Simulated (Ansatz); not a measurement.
A calculation on 1T (CdI2-type) SnS₂ returned lattice constant a 3.669 Å, lattice parameter c 5.807 Å.

For reference: lattice constant a 3.646 Å (measured, room temperature, no zero-point or thermal correction, sources range from 3.640 to 3.650; as tabulated in Lima et al. (2018), arXiv:1803.05430); lattice parameter c 5.893 Å (measured, room temperature, not corrected to a static lattice; as tabulated in Lima et al. (2018), arXiv:1803.05430).

**Question.** Which level of theory produced these numbers?
(A) HSE06 (Ansatz, a program for electronic structure)
(B) PBE-D3(BJ) (Ansatz)
(C) rVV10 (Ansatz)
(D) PBE0 (Ansatz)

**Answer.** B, PBE-D3(BJ) (Ansatz)

The others give: PBE0 3.659 Å, 6.757 Å; HSE06 3.661 Å, 6.741 Å; rVV10 3.742 Å, 5.836 Å.

Unless a cell is named, each level is at its own relaxed cell (HSE06 26.08, PBE-D3(BJ) 22.57, PBE0 26.11, rVV10 23.59 Å³/atom).

Caveats: the cell comes from a level without a dispersion term, which matters for the spacing of layers, chains or molecules (PBE0, HSE06). Ansatz's density-functional and Hartree–Fock values are scalar-relativistic unless marked +SOC, with PAW data made under PBE.
